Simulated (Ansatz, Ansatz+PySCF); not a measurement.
```yaml
atoms:
  - { symbol: S, position_ang: [0.0000, 0.0000, -0.0860] }
  - { symbol: H, position_ang: [0.0000, 0.0000, 1.3763] }
```

Basis set: cc-pVTZ (spherical functions). Left uncorrelated: 5 orbitals. Charge 0, multiplicity 2.

Computed with Ansatz (development build ahead of 0.2.0); each method stands on the lowest determinant of its kind that the runs found.

The atomization energy at this shape (free ground-state atoms in the same class of orbitals less the molecule, no zero-point energy) of doublet SH:

| method | atomization energy |
| --- | --- |
| UHF | 233.2 kJ/mol |

(1) What does UHF-MP2 give?

## Answers

(1) 326.8 kJ/mol. Caution: the shape is not the minimum.
